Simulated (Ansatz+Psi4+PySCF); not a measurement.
The numbers below are computed, except where a source is named.
## PySCF 2.14.0 run

```python
from pyscf import gto, scf, mp

# the (T+d) and (D+d) sets load through basis_set_exchange
mol = gto.M(atom="""
Si 0.000000 0.000000 -0.005900
S 0.000000 0.000000 1.935900
""", basis='cc-pv(t+d)z', charge=1, spin=1)
mf = scf.UHF(mol)
mf.kernel()
pt = mp.MP2(mf, frozen=10).run()
print(mf.e_tot, pt.e_corr, pt.e_tot)
```

The script is written out from the run's settings.

The run gave:

```json
{
  "Converged": "yes",
  "Reference energy": "-686.15273 hartree",
  "Correlation energy": "-0.23388 hartree",
  "Total energy": "-686.38662 hartree",
  "Spin squared of the determinant": "0.793"
}
```

Messages of the program:
```
WARN: HOMO -0.269709780068152 >= LUMO -0.269709780068152
WARN: HOMO -0.269709780068152 >= LUMO -0.269709780068152
```

The reference isn't the lowest determinant (another lies 0.53 eV lower), but the same method gives a higher total on the lower determinant. Caution: large share of triples, a single reference is doubtful; MP2 on this radical cation hangs on the determinant chosen.
